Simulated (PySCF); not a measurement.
# Spin-rotation constants: hydrazine (SMILES NN)

Geometry (Å), atoms numbered from 1 in this order:
```xyz
6

N    -0.6891   -0.1578    0.2493
N     0.6992    0.1639    0.2193
H    -1.2019    0.7015    0.4245
H    -1.0259   -0.5595   -0.6280
H     1.2195   -0.6915    0.3924
H     1.0014    0.5454   -0.6791
```

Computed, not measured: GIAO BHandHLYP/aug-pcSseg-1 magnetisability, rotational g tensor and spin-rotation constants, non-relativistic, gas phase (PySCF). Geometry: GFN2-xTB.

**Question.** Give the nuclear spin-rotation constants along the inertial axes (H = +C I·J) beside the isotropic shieldings.

**Answer.** Rotational constants 143.9767, 24.6406, 24.2413 GHz.
| atom | isotope | Caa (kHz) | Cbb (kHz) | Ccc (kHz) | mean (kHz) | σ (ppm) |
| --- | --- | --- | --- | --- | --- | --- |
| N1 | 14N | 5.426 | 1.616 | 1.584 | 2.875 | 198.3 |
| N2 | 14N | 5.426 | 1.616 | 1.583 | 2.875 | 198.3 |
| H3 | 1H | -14.406 | 0.473 | -2.503 | -5.479 | 28.8 |
| H4 | 1H | -14.923 | -2.043 | 0.073 | -5.631 | 28.8 |
| H5 | 1H | -14.397 | 0.461 | -2.496 | -5.477 | 28.8 |
| H6 | 1H | -14.942 | -2.062 | 0.094 | -5.637 | 28.8 |

For the geometry as given, no vibrational averaging.

**Question.** How do the rotational constants and the g tensor change when H3, H4, H5, H6 are replaced by deuterium?

**Answer.** Constants 74.5486, 18.8444, 18.4053 GHz; g 0.2488, -0.0347, -0.0237, against 0.5059, -0.0467, -0.0313 before.
